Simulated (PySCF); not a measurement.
## Where does methyl acrylate take a proton?

System: methyl acrylate, `C=CC(=O)OC` (C4H6O2). Numbering: `[CH2:1]=[CH:2][C:3](=[O:4])[O:5][CH3:6]`

Level of theory: ωB97X-D3(BJ)/def2-TZVP single points in PySCF, grid level 2; every species was optimised with PBE0-D3(BJ)/def2-SVP. Thermal corrections: PBE0-D3(BJ)/def2-SVP frequencies, unscaled, ideal gas at 298.15 K and 1 bar, quasi-RRHO entropy.

```
                    site         product  PA / kcal/mol  GB / kcal/mol  gas share
O4 (carboxyl C=O oxygen)  C=CC(=[OH+])OC          199.9          192.5   > 99.9 %
  O5 (ester-type oxygen)  C=CC(=O)[OH+]C          178.7          172.3    < 0.1 %
```

PA is −ΔH and GB is −ΔG of B + H⁺ → BH⁺ in the gas phase. Shares are Boltzmann weights among the listed products; an error of 10 kJ/mol changes a ratio about 56-fold. Sites whose products fell apart, merged with another or lost in a GFN2-xTB screen aren't listed.

Of the listed sites O4 (carboxyl C=O oxygen) is favoured in the gas phase, 20.2 kcal/mol ahead of O5 in free energy.

Measured values (NIST Chemistry WebBook, evaluated or the median of agreeing entries): proton affinity (−ΔH) 826 kJ/mol (computed 836, difference 10); gas-phase basicity (−ΔG) 795 kJ/mol (computed 805, difference 11). These are compared with the most favourable site that keeps the skeleton.

Run with `OMP_NUM_THREADS=1 python redox_run.py task.json out` on 1 thread of Arm Neoverse V1, a shared host. Structures, frequencies and single points: 13 min of wall time.

Differences come from unrounded values, so a last digit can differ from that of the printed terms.
